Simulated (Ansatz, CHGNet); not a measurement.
Equilibrium volume per atom (Å³/atom) of solids drawn from the class of elemental solids other than molecular ones, at two levels: the machine-learned potential CHGNet-r²SCAN (trained on r²SCAN data), and PBE (PAW; Ansatz, a quantum-chemistry and plane-wave program).

```json
[
 {"solid": "double-hcp La", "CHGNet-r²SCAN": "37.48", "PBE": "37.13", "shift (%)": "-0.9"},
 {"solid": "hcp Re", "CHGNet-r²SCAN": "14.81", "PBE": "14.95", "shift (%)": "+0.9"},
 {"solid": "hcp Zr", "CHGNet-r²SCAN": "23.38", "PBE": "23.39", "shift (%)": "0.0"},
 {"solid": "hcp Ru", "CHGNet-r²SCAN": "13.56", "PBE": "13.77", "shift (%)": "+1.5"},
 {"solid": "hcp Co", "CHGNet-r²SCAN": "10.65", "PBE": "10.86", "shift (%)": "+2.0"},
 {"solid": "hcp Zn", "CHGNet-r²SCAN": "14.60", "PBE": "15.24", "shift (%)": "+4.4"},
 {"solid": "hcp Cd", "CHGNet-r²SCAN": "21.78", "PBE": "22.89", "shift (%)": "+5.1"},
 {"solid": "hcp Os", "CHGNet-r²SCAN": "14.15", "PBE": "14.28", "shift (%)": "+0.9"},
 {"solid": "hcp Tc", "CHGNet-r²SCAN": "14.31", "PBE": "14.44", "shift (%)": "+0.9"}
]
```

The shifts run from -0.9 % to +5.1 %, with a median of +0.9 %.

Of 9 rows, PBE is the larger in 8 and the smaller in 1.

Ansatz's runs of these crystals have no spin polarisation, but for hcp Co.

Density-functional runs with spin start from parallel moments for hcp Co.

Spin–orbit coupling is left out, also for the solids with elements from indium on (double-hcp La, hcp Re, hcp Os); its size isn't shown.

Ansatz's density-functional and Hartree–Fock values are scalar-relativistic unless marked +SOC, with PAW data made under PBE.
